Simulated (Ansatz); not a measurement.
# NP: the cost of one run

All numbers are computed with Ansatz 0.2.0, driven from Python. Level of theory: PBE0+D4/def2-SVP.

### Step 1. Starting point

Bond lengths: P1–N2 1.820 Å.

The script holds or builds the structure itself.

### Step 2. The code

Contents of np_run.py:

```python
"""Does a wider search find a lower mean-field state of NP(-)?"""

import logging
import sys
import warnings

import ansatz as az
import numpy as np

logging.basicConfig(stream=sys.stdout, format="%(name)s: %(message)s")
log = logging.getLogger("calc")
log.setLevel(logging.INFO)

warnings.simplefilter("ignore", az.DeckWarning)

mol = (
    az.Crystal.molecule()
    .atom("P", (0.0, 0.0, 0.0))
    .atom("N", (0.0, 0.0, 1.82))
)
symbols = [site.symbol for site in mol.cartesian_sites]

start = np.array([site.position_ang for site in mol.cartesian_sites])
for factor in [1.0, 1.5]:
    xyz = (start - start.mean(axis=0)) * factor
    scaled = az.Crystal.molecule()
    for symbol, place in zip(symbols, xyz):
        scaled = scaled.atom(symbol, place.tolist())
    job = scaled.calculation()
    job = job.basis(gaussian="def2-SVP")
    job = job.functional("PBE0", dispersion="d4")
    job = job.charge(-1)
    job = job.spin("collinear", total=1)
    for search in ("off", "standard"):
        try:
            data = job.scf(lower_state_search=search).run(threads=1, pin="off").report
        except az.AnsatzError as error:
            log.info(f"x{factor} search {search}: {type(error).__name__}")
            continue
        state = data["mean_field"]["state"]
        log.info(f"all distances x{factor}, search {search:8s} E = {data['free_energy_ev']:.5f} eV  <S^2> = {abs(state['spin_squared']):.3f}  other states met: {len(data['mean_field']['others'])}")
```

### Step 3. The input behind the calls

The engine receives this input (first run):

```yaml
crystal:
  periodic: [false, false, false]
  atoms:
    - { symbol: P, position_ang: [0.0, 0.0, -0.91] }
    - { symbol: "N", position_ang: [0.0, 0.0, 0.91] }
basis:
  gaussian:
    orbitals: def2-SVP
hamiltonian:
  xc: pbe0
  dispersion: d4
magnetization:
  spin_polarized: true
  initial_magnetization: 1.0
total_charge: -1.0
scf:
  lower_state_search: "off"
```

### Step 4. The run

Started as:

```sh
$ python np_run.py
```

What time and memory should one allow on 1 thread of AMD EPYC 9R45 (Zen 5), shared host?

About 2.9 s, with a peak of 0.17 GiB.
